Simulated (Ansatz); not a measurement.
## How far each method lies from UCCSDT(Q) for [OH···H···S], triplet

Geometry: a point of a hydrogen-transfer path between rigid fragments, not a stationary point.

```tsv
atom	x (Å)	y (Å)	z (Å)
O	-0.9827	-0.2316	0.0000
H	-1.2320	0.6949	0.0000
H	0.2413	-0.2316	0.0000
S	1.9733	-0.2316	0.0000
```

Basis cc-pVDZ; Ansatz 0.2.0. Only valence electrons are correlated (noble-gas cores frozen), which leaves 14 electrons in 36 orbitals. R marks a restricted (for open shells ROHF) determinant, U an unrestricted one. Active spaces: pair = (4e, 4o) about the gap; valence = (14e, 10o) chosen from the atoms' valence shells.

Full CI isn't at hand for all of this; UCCSDT(Q) serves as the reference, and is uncertain by about the last step of the cluster series. The frozen core follows each run's orbitals, which can shift R against U totals by a few meV.

HF rows are the lowest solutions found. Coupled cluster chose its determinant by trial CCSD, here up to 0.17 eV above the lowest Hartree–Fock solution of its kind, and MP2 stands on that determinant too.

- UHF ⟨S²⟩: 2.073
- T1 diagnostic (RCCSD): 0.0528
- largest doubles amplitude (RCCSD): 0.062
- T1 diagnostic (UCCSD): 0.0259

```csv
level,E − E(UCCSDT(Q)) (kJ/mol),share of correlation (%),wall time
UHF,883.4,3.54,–
RMP2,93.8,89.76,–
UMP2,107.5,88.26,–
RCCSD,22.6,97.53,–
UCCSD,21.8,97.61,–
RCCSD(T),4.5,99.51,7.5 s
UCCSD(T),4.5,99.50,7 s
BCCD(T),4.3,99.53,8 s
RCCSDT,2.4,99.74,–
UCCSDT,2.3,99.75,–
RCCSDT(Q),0.0,100.00,39 s
CASSCF (pair space),822.3,10.21,–
NEVPT2 (pair space),87.5,90.44,3 s
MRCISD (pair space),80.1,91.26,–
MRCISD+Q (pair space),10.5,98.85,3.5 s
CASSCF (valence space),727.9,20.51,–
NEVPT2 (valence space),131.1,85.68,3.6 s
MRCISD (valence space),61.1,93.33,–
MRCISD+Q (valence space),4.9,99.47,7 s
```

The correlation energy at UCCSDT(Q), counted from the determinant under the R cluster runs, is -9.491 eV. That run took 35 s on 1 thread of Intel Xeon Platinum 8488C, shared host.

Run but not shown, since their state or frozen core can't be matched to the reference's or they repeat it: RHF, CISD.

Times hold each run's SCF and search for its determinant on a shared host, so for small cases they say little of a method's own cost; they ran on 1 thread of Intel Xeon Platinum 8488C.

Natural occupations of CASSCF (valence space) about the gap: 1.997 1.976 1.949 1.004 1.001 0.051 0.025; effectively unpaired electrons, Σ n²(2−n)², 2.02.
